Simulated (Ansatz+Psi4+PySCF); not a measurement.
Results of a calculation; reference values are marked as such.
Input for Psi4 1.11:

```
molecule {
0 1
P 0.000000 0.000000 -0.018910
N 0.000000 0.000000 1.806910
}

basis {
assign N cc-pVTZ
assign P cc-pV(T+d)Z
}
set reference rhf
set scf_type pk
energy('scf')
```

The input is written out from the run's settings.

Output:

```
Converged                                                          : yes
Total energy                                                       : -395.05365 hartree
Spin squared of the determinant                                    : 0.000
Occupied orbitals by symmetry in an Abelian subgroup (alpha; beta) : 7 A1 2 B1 2 B2; 7 A1 2 B1 2 B2
```

This is not the lowest solution: another run reaches a determinant 0.02 eV lower. Caution: stretched shape with no unrestricted run beside it, a lower state can exist; unrestricted orbitals would lower the determinant.
